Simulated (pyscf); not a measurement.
Thermochemistry of product channels of `[CH3][In]([OH])[OH]` + `[H][H]` on the singlet surface, in kcal/mol, from ωB97M-D3(BJ)/def2-TZVP energies (ideal gas, 1 atm, RRHO with modes under 100 cm⁻¹ raised to 100, one conformer, R ln 2 for chiral ones without a mode under 150 cm⁻¹). Structures and frequencies: ωB97X-D3(BJ)/def2-SVP in PySCF.

```
products                      ΔE  ΔH(298 K)  ΔG(600 K)  ΔG(900 K)
--------------------------  ----  ---------  ---------  ---------
`[OH][InH][OH]` + `[CH4]`      …       -8.7       -9.1       -8.4
`[CH3][InH][OH]` + `[OH2]`  +2.7       +4.8       +1.7          …
```

Question: What belongs in the gaps?

Answer: 
- `[OH][InH][OH]` + `[CH4]`, ΔE: -10.7
- `[CH3][InH][OH]` + `[OH2]`, ΔG(900 K): +0.9

These are energies of the channels, which say nothing of barriers. Elements past Kr carry the def2 core potentials, without spin-orbit coupling.
